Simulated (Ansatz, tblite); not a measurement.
# BH2(nPr) (C₃H₉B): a ladder of methods and basis sets

How do method and basis change the picture of BH2(nPr) (C₃H₉B) (singlet)?

The runs use Ansatz 0.2.0, Gaussian basis; as each input shows.

Plan: GFN1-xTB, GFN2-xTB, PBE-D4/def2-TZVP, r2SCAN-D4/def2-TZVP, revPBE-D4/def2-TZVP, B97M-V/def2-TZVP, ωB97M-V/def2-TZVP, PBE-D4/def2-SVP, PBE0-D4/def2-SVP, HF/STO-3G, CCSD(T)/def2-TZVP, RPA/def2-TZVP.

2 further runs of the same task are left out: 2 set aside as unsound or not needed.

### Step 1. The relaxed structure

The singlet was relaxed beforehand with PBE0-D4/def2-SVP.

13 atoms, charge 0, spin multiplicity 1.

Bond lengths: B1–C2 1.561 Å, B1–H5 1.212 Å, B1–H6 1.212 Å, C2–C3 1.544 Å, C2–H7 1.104 Å, C2–H8 1.103 Å, C3–C4 1.522 Å, C3–H9 1.104 Å, C3–H10 1.104 Å, C4–H11 1.102 Å, C4–H12 1.101 Å, C4–H13 1.102 Å. Angles: C2–B1–H5 121.5°, C2–B1–H6 120.4°, H5–B1–H6 117.9°, B1–C2–C3 107.3°, B1–C2–H7 111.8°, B1–C2–H8 112.8°, C3–C2–H7 108.1°, C3–C2–H8 108.7°, H7–C2–H8 108.0°, C2–C3–C4 112.9°, C2–C3–H9 109.8°, C2–C3–H10 109.7°, C4–C3–H9 109.1°, C4–C3–H10 109.3°, H9–C3–H10 105.7°, C3–C4–H11 111.1°, C3–C4–H12 111.4°, C3–C4–H13 111.2° and more.

PBE0-D4/def2-TZVP was run before; its log isn't repeated, and its numbers join the tables.

### Step 2. GFN1-xTB

Tight binding, by tblite at 300 K electronic temperature and without a spin-polarisation term:

```python
tblite.interface.Calculator('GFN1-xTB', numbers, positions, charge=0, uhf=0).singlepoint()
```

Energy -341.9376 eV, HOMO -12.22 eV, LUMO -7.60 eV; 0.004 s.

### Step 3. GFN2-xTB

Tight binding, by tblite at 300 K electronic temperature and without a spin-polarisation term:

```python
tblite.interface.Calculator('GFN2-xTB', numbers, positions, charge=0, uhf=0).singlepoint()
```

Energy -332.6233 eV, HOMO -11.14 eV, LUMO -6.93 eV; 0.003 s.

### Step 4. PBE-D4/def2-TZVP

start.molden holds the orbitals of an earlier run on this state, given as this run's starting guess.

in.yaml reads:

```yaml
crystal:
  periodic: [false, false, false]
  atoms:
    - {symbol: B, position_ang: [1.003541, 1.680783, 0.742761]}
    - {symbol: C, position_ang: [0.226122, 0.330114, 0.835662]}
    - {symbol: C, position_ang: [-0.089357, -0.117311, -0.607842]}
    - {symbol: C, position_ang: [-0.853538, -1.432355, -0.666755]}
    - {symbol: H, position_ang: [2.215069, 1.715548, 0.735398]}
    - {symbol: H, position_ang: [0.405242, 2.724726, 0.593747]}
    - {symbol: H, position_ang: [-0.729063, 0.443962, 1.376682]}
    - {symbol: H, position_ang: [0.807523, -0.464028, 1.332524]}
    - {symbol: H, position_ang: [0.848397, -0.217603, -1.182134]}
    - {symbol: H, position_ang: [-0.672320, 0.667045, -1.121178]}
    - {symbol: H, position_ang: [-1.816303, -1.355781, -0.136835]}
    - {symbol: H, position_ang: [-1.064877, -1.728253, -1.706084]}
    - {symbol: H, position_ang: [-0.280445, -2.246846, -0.195955]}
basis:
  gaussian: {orbitals: def2-TZVP, initial_orbitals: start.molden}
hamiltonian: {xc: pbe, dispersion: d4}
scf: {omitted_lower_state_checks: [starts]}
output: {forces: true, orbitals: {seedname: orbitals}}
```

On the command line:

```console
$ ansatz run in.yaml --threads 2 --pin off --events-out ev --progress --plain --max-ram 4352MiB
```

After this run come: r2SCAN-D4/def2-TZVP; revPBE-D4/def2-TZVP; B97M-V/def2-TZVP; ωB97M-V/def2-TZVP; PBE-D4/def2-SVP; PBE0-D4/def2-SVP; HF/STO-3G; CCSD(T)/def2-TZVP; RPA/def2-TZVP.

**Question.** What will the summary of the whole plan be? Wanted: gap in def2-TZVP, named functionals, smallest and largest; correlation energy, CCSD(T)/def2-TZVP; binding an atom, CCSD(T)/def2-TZVP; PBE0 total energy, smallest basis above largest.

The runs gave:

```
                                                 quantity                                 value
gap in def2-TZVP, named functionals, smallest and largest  5.02 eV (PBE-D4), 11.61 eV (ωB97M-V)
                    correlation energy, CCSD(T)/def2-TZVP                             -18.83 eV
                       binding an atom, CCSD(T)/def2-TZVP                              3.788 eV
          PBE0 total energy, smallest basis above largest         4.16 eV (def2-SVP, def2-TZVP)
```

**Reading.** Over the named functionals in def2-TZVP the gap runs from 5.02 eV (PBE-D4) to 11.61 eV (ωB97M-V); exact exchange widens it. A small miss in a minimal or small basis is a cancelling of errors, not accuracy. The functionals in def2-TZVP miss CCSD(T)/def2-TZVP by +0.104 (revPBE-D4) to +0.177 eV (PBE-D4) an atom. CCSD(T)/def2-TZVP isn't at the basis-set limit; small misses against it rank nothing.
